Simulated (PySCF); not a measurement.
# BH and its ions

PBE0; basis B def2-TZVPPD, H def2-TZVPPD; no relativity; PySCF 2.14. Neutral (UKS): singlet (closed shell), Re = 1.240 Å, ωe = 2330 cm⁻¹, De = 3.49 eV, HOMO -6.68 eV, LUMO -2.35 eV.

BH⁺ (UKS): doublet (σ ↑), Re = 1.208 Å, ωe = 2531 cm⁻¹, De = 2.62 eV to B⁺ + H. The energies at the minima are -25.24771 hartree for BH and -24.89806 for BH⁺.

(1) Work out the adiabatic ionisation energy, without and with harmonic zero-point energies (1 hartree = 27.2114 eV, 1 eV = 8065.5 cm⁻¹), and the change of the bond length.

For an ion De counts to the pair picked by the measured ionisation energies or electron affinities, which need not be the lowest pair at this level. States were picked by a PBE0 search and need not be the measured ground states.

Results:

(1) At PBE0: 0.34965 hartree = 9.514 eV between the minima; the zero-point term (2531.0 − 2330.0)/2 cm⁻¹ = +0.012 eV makes it 9.527 eV. Re changes by -3.2 pm against the neutral. Minus the HOMO energy is 6.68 eV, -2.83 eV from the value between the minima; self-interaction puts the Kohn–Sham level too high, less so with exact exchange. The electron leaves a σ orbital, and the shorter bond of the ion fits an antibonding orbital, or a change in how ionic the bond is.
